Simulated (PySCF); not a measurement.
Cl2, SMILES ClCl (connectivity only; charge and spin as stated), charge +1, multiplicity 2.

The structure is a stationary point at PBE0-D3(BJ)/def2-TZVPD.

Calculation: M06-2X/def2-TZVPD run with PySCF.

Isolated molecule, no solvent.

Computed frontier levels, dipole moment:
```
Property                                                           Result
------------------------------------------------  -----------------------
α spin, highest occupied and lowest empty level       -18.22 and -9.15 eV
β spin, highest occupied and lowest empty level      -17.84 and -13.11 eV
dipole moment about the centre of nuclear charge                   0.00 D
⟨S²⟩                                              0.755 (pure state 0.75)
```
